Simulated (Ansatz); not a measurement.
```yaml
crystal:
  periodic: [false, false, false]
  atoms:
    - {symbol: Al, position_ang: [-1.278952, -0.105373, -0.001298]}
    - {symbol: C, position_ang: [0.609580, 0.363111, 0.003158]}
    - {symbol: O, position_ang: [1.699226, -0.094885, -0.000182]}
basis:
  gaussian: {orbitals: def2-TZVP}
magnetization: {spin_polarized: true, initial_magnetization: 1}
hamiltonian: {xc: pbe0}
relax: {f_tol: 0.004, max_steps: 80}
```

```sh
$ ansatz run in.yaml --threads 1 --pin off --events-out ev --progress --plain --max-ram 2176MiB
```

Steps of the relaxation (energy above the last step; positions in Å, forces in eV/Å):

```
3
step 1, 206.1 meV
Al   -1.279   -0.105   -0.001   -1.216   -0.116   -0.001
C     0.610    0.363    0.003    3.298   -1.080   -0.008
O     1.699   -0.095    0.000   -2.082    1.196    0.009
```

```
3
step 2, 109.1 meV
Al   -1.314   -0.100   -0.001   -0.742   -0.006    0.000
C     0.630    0.339    0.003    1.310   -0.502   -0.004
O     1.714   -0.076    0.000   -0.568    0.507    0.004
```

```
3
step 3, 40.7 meV
Al   -1.395   -0.085   -0.001   -0.004    0.099    0.001
C     0.659    0.282    0.003    0.223   -0.346   -0.003
O     1.766   -0.034    0.000   -0.219    0.247    0.002
```

```
3
step 5, 0.6 meV
Al   -1.430   -0.013   -0.001    0.013    0.003    0.000
C     0.654    0.074    0.001    0.327    0.001    0.000
O     1.806    0.102    0.001   -0.341   -0.004    0.000
```

```
3
step 7, 0.0 meV
Al   -1.429   -0.010   -0.001    0.000    0.000    0.000
C     0.656    0.066    0.001    0.000    0.000    0.000
O     1.803    0.107    0.001    0.000    0.000    0.000
```

Close pairs at the end: C2–O3 1.148 Å, Al1–C2 2.086 Å.

A stationary point of unrestricted PBE0 after 7 steps, with ⟨S²⟩ = 0.756 against 0.75 for a pure state; no frequencies were run, so it isn't proven a minimum. 1.9 min on 1 thread of Arm Neoverse V1, shared host.
